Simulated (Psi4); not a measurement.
# CF3 (trifluoromethyl radical): a first try and a second

Aim: energy and one-electron properties of CF3 (trifluoromethyl radical) at UB3LYP5/6-311++G(3df,3pd) (sfX2C, density fitting, ddPCM toluene).

The results are computed with Psi4 1.11.

### Step 1. The molecule

The species is CF3 (4 atoms), meant as a doublet with charge 0. SMILES: `F[C](F)F`. Geometry: relaxed at PBE0-D4/def2-TZVP.

Bond lengths: F1–C2 1.313 Å, C2–F3 1.313 Å, C2–F4 1.313 Å. Angles: F1–C2–F3 111.4°, F1–C2–F4 111.4°, F3–C2–F4 111.4°.

### Step 2. The input as first written

File calc.dat:

```
memory 1600 MB

molecule m {
  0 2
  F
  C 1 R2
  F 2 R3 1 A3
  F 2 R4 3 A4 1 D4

  R2 = 1.312738
  R3 = 1.31262
  A3 = 111.41281
  R4 = 1.312721
  A4 = 111.39411
  D4 = 125.06173
  symmetry c1
}

set globals {
  basis 6-311++G(3df,3pd)
  reference uks
  s_orthogonalization lowdin
  relativistic x2c
  ddx true
  ddx_model pcm
  ddx_solvent toluene
  ddx_radii_set uff
}

energy_value, wavefunction = energy('b3lyp5', return_wfn=True)
oeprop(wavefunction, 'MULLIKEN_CHARGES', 'MULTIPOLE(3)', 'MAYER_INDICES', 'WIBERG_LOWDIN_INDICES')
```

On the command line:

```console
$ psi4 calc.dat calc.out -n 1
```

calc.out:

```text
Psi4 1.11 release

RuntimeError:
Fatal Error: LOWDIN is not a valid choice

Printing out the relevant lines from the Psithon --> Python processed input file:
      symmetry c1
    ""","m")
    core.IO.set_default_namespace("m")
    core.set_global_option("BASIS", "6-311++G(3df,3pd)")
    core.set_global_option("REFERENCE", "uks")
--> core.set_global_option("S_ORTHOGONALIZATION", "lowdin")
    core.set_global_option("RELATIVISTIC", "x2c")
    core.set_global_option("DDX", "true")
    core.set_global_option("DDX_MODEL", "pcm")
    core.set_global_option("DDX_SOLVENT", "toluene")
    core.set_global_option("DDX_RADII_SET", "uff")

!----------------------------------------------------------------------------------!
!                                                                                  !
! Fatal Error: LOWDIN is not a valid choice                                        !
!                                                                                  !
!----------------------------------------------------------------------------------!

    Psi4 run time: 0:00:00.02
```

It took 1.1 s on 1 thread of Intel Xeon Platinum 8259CL at 2.50GHz (Skylake/Cascade Lake), shared host; peak memory 0.3 GiB.

### Step 3. Diagnosis

The input was rejected.

The log says `Fatal Error: LOWDIN is not a valid choice`. The fault: an option has a value that the program doesn't accept. To mend it: s orthogonalization at its default in place of lowdin.

### Step 4. The mended input

File input.in:

```
memory 1600 MB

molecule m {
  0 2
  F
  C 1 r2
  F 2 r3 1 a3
  F 2 r4 3 a4 1 d4

  r2 = 1.312738
  r3 = 1.31262
  a3 = 111.41281
  r4 = 1.312721
  a4 = 111.39411
  d4 = 125.06173
  units angstrom
  symmetry c1
}

set globals {
  basis         6-311++G(3df,3pd)
  reference     uks
  relativistic  x2c
  ddx           true
  ddx_model     pcm
  ddx_solvent   toluene
  ddx_radii_set uff
}

e, wfn = energy("b3lyp5", return_wfn=True)
oeprop(wfn, "MULLIKEN_CHARGES", "MULTIPOLE(3)", "MAYER_INDICES", "WIBERG_LOWDIN_INDICES", title="B3LYP5")
```

On the command line:

```console
$ psi4 -i input.in -o input.out -n 1
```

input.out:

```text
[...]
  Running in c1 symmetry.
[...]
  Nuclear repulsion =  124.596028103580480
[...]
  Multiplicity = 2
[...]
  Nalpha       = 17
  Nbeta        = 16
[...]
    Number of basis functions: 156
[...]
   @DF-UKS iter   1:  -337.77095580375146   -1.86955e-01   3.11496e-03 DIIS/ADIIS
[...]
   @DF-UKS iter   7:  -337.83201463742466   -1.97009e-07   9.53912e-07 DIIS
[...]
   @S^2 Observed:                7.517352875E-01
[...]
    Orbital Energies [Eh]
    ---------------------
    Alpha Occupied:
       1A    -24.765278     2A    -24.765213     3A    -24.765183
       4A    -10.435824     5A     -1.358977     6A     -1.274015
       7A     -1.273949     8A     -0.730273     9A     -0.631787
      10A     -0.631756    11A     -0.596622    12A     -0.507030
      13A     -0.507019    14A     -0.475006    15A     -0.474970
      16A     -0.448540    17A     -0.278266
    Alpha Virtual:
      18A      0.017978    19A      0.047970    20A      0.048725
      21A      0.052408    22A      0.171832    23A      0.172123
      24A      0.176494    25A      0.210454    26A      0.210572
[...]
  @DF-UKS Final Energy:  -337.83201463742466
   => Energetics <=
    Nuclear Repulsion Energy =            124.5960281035804798
    One-Electron Energy =                -716.1770871040548627
    Two-Electron Energy =                 283.4152448076632140
    DFT Exchange-Correlation Energy =     -29.6659219079705920
    Empirical Dispersion Energy =           0.0000000000000000
    VV10 Nonlocal Energy =                  0.0000000000000000
    DD Solvation Energy =                 -0.0002785366428910
    Total Energy =                       -337.8320146374246633
[...]
 Multipole Moments:
 ------------------------------------------------------------------------------------
     Multipole            Electronic (a.u.)      Nuclear  (a.u.)        Total (a.u.)
 ------------------------------------------------------------------------------------
 L = 1.  Multiply by 2.5417464519 to convert [e a0] to [Debye]
 Dipole X            :         -0.0608451            0.1641494            0.1033043
 Dipole Y            :         -0.0318309            0.0852969            0.0534660
 Dipole Z            :         -0.0211636            0.0581914            0.0370278
 Magnitude           :                                                    0.1220715
 L = 2.  Multiply by 1.3450342976 to convert [e a0^2] to [Debye ang]
 Quadrupole XX       :        -38.3952666           23.3968298          -14.9984368
 Quadrupole XY       :         27.5104259          -27.1356587            0.3747672
[...]
  Mulliken Charges: (a.u.)
   Center  Symbol    Alpha    Beta     Spin     Total
       1     F     4.66965  4.62696  0.04269 -0.29661
       2     C     2.99067  2.11923  0.87144  0.89009
       3     F     4.66987  4.62688  0.04299 -0.29674
       4     F     4.66981  4.62693  0.04288 -0.29673
   Total alpha = 17.00000, Total beta = 16.00000, Total charge =  0.00000
  Mayer Bond Indices:
  Total Bond Index:
  Irrep: 1 Size: 4 x 4
[...]
```

Run time: 16 s. Hardware: 1 thread of Intel Xeon Platinum 8259CL at 2.50GHz (Skylake/Cascade Lake), shared host; peak memory 0.63 GiB.

Atomic charges (e):

| atom | Mulliken |
| --- | --- |
| F1 | -0.297 |
| C2 | +0.890 |
| F3 | -0.297 |
| F4 | -0.297 |

### Step 5. Outcome

Level: UB3LYP5/6-311++G(3df,3pd) (sfX2C, density fitting, ddPCM toluene).

```
                          quantity          value
                      total energy  -337.83201 Eh
                     dipole moment         0.31 D
HOMO energy (highest over α and β)       -7.57 eV
 LUMO energy (lowest over α and β)       -2.91 eV
        solvent term in the energy    -0.7 kJ/mol
                              ⟨S²⟩          0.752
```
